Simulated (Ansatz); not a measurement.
# NH2O (quartet): from Hartree-Fock to the top rungs at distance O1–H3 along a hydrogen transfer = 1.063 Å, cc-pVTZ

One table from this session's results is given with a row withheld; the runs are named, their logs left out.

Method: cc-pVTZ, core rule «outside noble gas», up to 2 orbitals frozen; program: Ansatz 0.2.0, Gaussian basis.

Plan: UHF; CCSD(T) on ROHF; CCSD(T) on UHF; BCCD(T) on ROHF; CCSDT(Q) on ROHF; CCSDT(Q) on UHF; CASSCF and NEVPT2, 5 electrons in 5 orbitals; CASSCF and NEVPT2, 13 electrons in 10 orbitals.

3 further runs of the same task are left out: 3 that didn't finish.

**The geometry**

The geometry derives from fragments relaxed apart (PBE0/def2-TZVP) and kept rigid, so it is no stationary point. A hydrogen atom is moved between rigid fragments.

4 atoms, charge 0, spin multiplicity 4.

Atoms are counted from 1 here; the program's logs count them from 0.

Bond lengths: O1–H2 0.960 Å, O1–H3 1.063 Å, H3–N4 1.178 Å. Angles: H2–O1–H3 105.1°, O1–H3–N4 180.0°.

Set-up of the first run:

File in.yaml:

```yaml
crystal:
  periodic: [false, false, false]
  atoms:
    - {symbol: O, position_ang: [-1.005846, -0.029165, 0.000000]}
    - {symbol: H, position_ang: [-1.255155, 0.897410, 0.000000]}
    - {symbol: H, position_ang: [0.057154, -0.029165, 0.000000]}
    - {symbol: N, position_ang: [1.235154, -0.029165, 0.000000]}
basis:
  gaussian: {orbitals: cc-pVTZ}
magnetization: {spin_polarized: true, initial_magnetization: 3}
hamiltonian: {xc: hf}
output: {orbitals: {seedname: orbitals}}
```

Command:

```console
ansatz run in.yaml --threads 1 --pin off --events-out ev --progress --plain --max-ram 8192MiB --backend cpu
```

Steps of the session up to this table: UHF; CCSD(T) on ROHF; CCSD(T) on UHF; BCCD(T) on ROHF; CCSDT(Q) on ROHF; CCSDT(Q) on UHF; CASSCF and NEVPT2, 5 electrons in 5 orbitals; CASSCF and NEVPT2, 13 electrons in 10 orbitals.

One of the session's tables, all rows but one given; the rest of the session is left out.

```
        method  from UCCSDT(Q) (kcal/mol)
          ROHF                    +264.59
           UHF                    +258.70
          RMP2                     +22.35
          UMP2                     +22.22
         RCCSD                      +9.25
         UCCSD                      +8.99
      RCCSD(T)                      +0.89
      UCCSD(T)                      +0.85
       BCCD(T)                      +0.90
        RCCSDT                      +0.50
        UCCSDT                      +0.42
     RCCSDT(Q)                      +0.13
     UCCSDT(Q)                          0
   CASSCF pair                    +248.89
   NEVPT2 pair                     +23.25
CASSCF valence                    +224.35
NEVPT2 valence                          ?
```

Q: Estimate the row for NEVPT2 valence from the others.

**Answer.** from UCCSDT(Q) (kcal/mol): +33.68. In the column «from UCCSDT(Q) (kcal/mol)» it lies between NEVPT2 pair (+23.25) and CASSCF valence (+224.35).

To keep in mind: Restricted and unrestricted rows rest on different reference determinants; where their highest levels disagree by more than a few hundredths of an eV, they describe different states and don't form one ladder.
